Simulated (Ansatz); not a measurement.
# CCSDT/3-21G run of BH3 (borane)

What is the energy change on altering one bond length of BH3 (borane) at CCSDT/3-21G? 

The results are computed with Ansatz 0.2.0.

54 further runs of the same task are left out: 54 set aside as unsound or not needed.

### 1 The structure to begin with

The species is BH3 (4 atoms), meant as a singlet with charge 0. SMILES: `B`. Geometry: relaxed at PBE0-D4/def2-TZVP.

Bond lengths: B1–H2 1.193 Å, B1–H3 1.193 Å, B1–H4 1.193 Å. Angles: H2–B1–H3 120.0°, H2–B1–H4 120.0°, H3–B1–H4 120.0°.

### 2 A single-point energy at CCSDT/3-21G

job.yaml

```yaml
crystal:
  periodic: [false, false, false]
  atoms:
    - symbol: B
      position_ang: [0.013900, -0.015100, -0.005100]
    - symbol: H
      position_ang: [0.982200, 0.381700, 0.568800]
    - symbol: H
      position_ang: [-0.276200, -1.171800, 0.043000]
    - symbol: H
      position_ang: [-0.664400, 0.744900, -0.626900]
basis:
  gaussian: {orbitals: 3-21G.json}
correlation: {method: ccsdt, frozen_orbitals: {B: 1, H: 0}}
accuracy: high
scf: {omitted_lower_state_checks: [cluster_reference, increment]}
```

The basis set 3-21G is read from a file made from the Basis Set Exchange's data (not shown).

On the command line:

```bash
$ ansatz run job.yaml --threads 1 --pin off --max-ram 2610MiB --events-out events.jsonl --progress --plain --runs-dir runs
```

What it wrote, cut to the lines that bear on the results:

```text
Warning: RAYON_NUM_THREADS=1 ignored (pool sized by the plan → 1); use --threads N
Functional definition: HF
  name "HF"
[...]
294 factors; integrals over basis functions are off by at most 3.4e-9 eV
[...]
mean field -713.95201720 eV, -26.2372526980 hartree, gradient 2.6e-8 eV, S^2 0.000000; 0 other end points of the search recorded, 0 dependent functions left out
1 core orbitals not correlated: weight in the atoms' cores, before any rotation towards them, 1.000 or more for the frozen orbitals, at most 0.000 for the correlated occupied ones
reference -713.95201720 eV, -26.2372526980 hartree; 3, 3 occupied and 11, 11 virtual orbitals, 294 factors
second order -1.50084026 eV of doubles, -0.00000000 eV of singles
cycle   1  -1.82652677 eV  change   -3.3e-1 eV  update   4.0e-2
[...]
cycle  17  -1.98165992 eV  change   2.0e-11 eV  update  1.9e-10
Total energy: -715.93367712 eV, -26.3100773569 hartree
Checks for a lower state left out: cluster_reference, increment
```

It took 0.19 s on 1 thread of Arm Neoverse V1, shared host.

### 3 The distorted shape at the same level

input.yaml

```yaml
crystal:
  periodic: [false, false, false]
  atoms:
    - {symbol: B, position_ang: [-0.228206, -0.114313, -0.148594]}
    - {symbol: H, position_ang: [0.982200, 0.381700, 0.568800]}
    - {symbol: H, position_ang: [-0.518306, -1.271013, -0.100494]}
    - {symbol: H, position_ang: [-0.906506, 0.645687, -0.770394]}
basis:
  gaussian:
    orbitals: 3-21G.json
total_charge: 0
correlation:
  method: ccsdt
  frozen_orbitals: {B: 1, H: 0}
accuracy: high
scf:
  omitted_lower_state_checks: [cluster_reference, increment]
```

The basis set 3-21G is read from a file made from the Basis Set Exchange's data (not shown).

On the command line:

```bash
$ ansatz run input.yaml --threads 1 --pin off --max-ram 2610MiB --events-out events.jsonl --progress --plain --runs-dir runs
```

What it wrote, cut to the lines that bear on the results:

```text
Warning: RAYON_NUM_THREADS=1 ignored (pool sized by the plan → 1); use --threads N
Functional definition: HF
  name "HF"
[...]
292 factors; integrals over basis functions are off by at most 3.0e-9 eV
[...]
mean field -713.20170920 eV, -26.2096793877 hartree, gradient 2.7e-8 eV, S^2 0.000000; 0 other end points of the search recorded, 0 dependent functions left out
1 core orbitals not correlated: weight in the atoms' cores, before any rotation towards them, 1.000 or more for the frozen orbitals, at most 0.000 for the correlated occupied ones
reference -713.20170920 eV, -26.2096793877 hartree; 3, 3 occupied and 11, 11 virtual orbitals, 292 factors
second order -1.56750067 eV of doubles, -0.00000000 eV of singles
cycle   1  -1.92267003 eV  change   -3.6e-1 eV  update   4.8e-2
[...]
cycle  19  -2.12403514 eV  change  -4.7e-10 eV  update  5.1e-10
Total energy: -715.32574435 eV, -26.2877362396 hartree
Checks for a lower state left out: cluster_reference, increment
```

Wall time 0.2 s (1 thread of Arm Neoverse V1, shared host).

### 4 Outcome

Level: CCSDT/3-21G, 1 core orbital frozen.

| quantity | value |
| --- | --- |
| first shape: total energy | -26.31008 Eh |
| first shape: correlation energy (1 core orbital frozen) | -72.8 mEh |
| first shape: T1 diagnostic | 0.004 |
| distorted shape: total energy | -26.28774 Eh |
| distorted shape: correlation energy (1 core orbital frozen) | -78.1 mEh |
| distorted shape: T1 diagnostic | 0.006 |
| energy change with the B1–H2 bond stretched from 1.193 to 1.492 Å | 0.608 eV |

What this shows: With the B1–H2 bond stretched from 1.193 to 1.492 Å the energy rises by 0.61 eV (58.7 kJ/mol). The first shape isn't relaxed at this level, so the change isn't measured from a minimum.
